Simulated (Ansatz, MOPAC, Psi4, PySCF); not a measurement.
Molecule: C4H7, charge 0, multiplicity 2. SMILES: [CH2]C(=C)C
Coordinates optimised at B3LYP-D3(BJ)/def2-TZVP (Ansatz, a quantum-chemistry and plane-wave program):
```
C
C 1 1.3809
H 2 1.0813 1 121.53
H 2 1.0821 3 117.53 1 179.95
C 1 1.3867 2 121.37 3 179.56
H 5 1.0816 1 121.47 2 -179.53
H 5 1.0818 6 117.56 1 -179.97
C 1 1.5125 2 119.66 3 -1.14
H 8 1.0896 1 111.43 2 14.20
H 8 1.0911 9 108.25 1 -122.46
H 8 1.0925 9 107.88 10 -115.95
```
Charge 0, spin multiplicity 2.

Quantity: enthalpy of formation at 298 K, in kcal/mol. Set-up: 6-311+G** with 5d; 6-31G* and kin with 6d, 5d where marked; LANL2DZ all-electron up to Ne; no dispersion term unless named; spin-orbit terms left out; non-relativistic; open shells spin-unrestricted; frozen cores in correlated levels. First-principles rows: single points at B3LYP-D3(BJ) geometries (Ansatz), with unscaled harmonic terms from B3LYP/6-31G* at its own minima, enthalpies of formation by atomisation with measured atoms. Semi-empirical rows: MOPAC heats of formation at their own minima for 298 K. A UHF reference is markedly spin-contaminated in at least one set, which strains HF and MP2.

```tsv
level	program	enthalpy of formation at 298 K (kcal/mol)
MNDO	MOPAC	18.4
HF/3-21G	Ansatz	315.3
HF/6-311+G**	Ansatz	288.1
PBE/3-21G	Ansatz	16.8
PBE/def2-SVP	Ansatz	5.2
PBE/6-311+G**	Ansatz	17.5
BP86/def2-SVP	PySCF	-1.9
B3LYP/LANL2DZ	Ansatz	60.9
B3LYP/6-31G	Ansatz	50.7
B3LYP/6-31G*	Ansatz	35.9
wB97X-D/6-311+G**	Psi4	40.3
MP2/STO-3G	Ansatz	20.5
MP2/3-21G	Ansatz	171.8
MP2/6-311+G**	Ansatz	87.1
PBE0/def2-TZVPD	Ansatz	26.7
wB97M-V/def2-TZVPD	Ansatz	33.6
```

No value to compare with is used here. The 14 habitual levels span -1.9 (BP86/def2-SVP) to 315.3 kcal/mol (HF/3-21G); wB97M-V/def2-TZVPD gives 33.6.

The levels are drawn from those run, B3LYP/6-31G* more often than the rest, none by its result; runs whose electronic state is in doubt are left out.
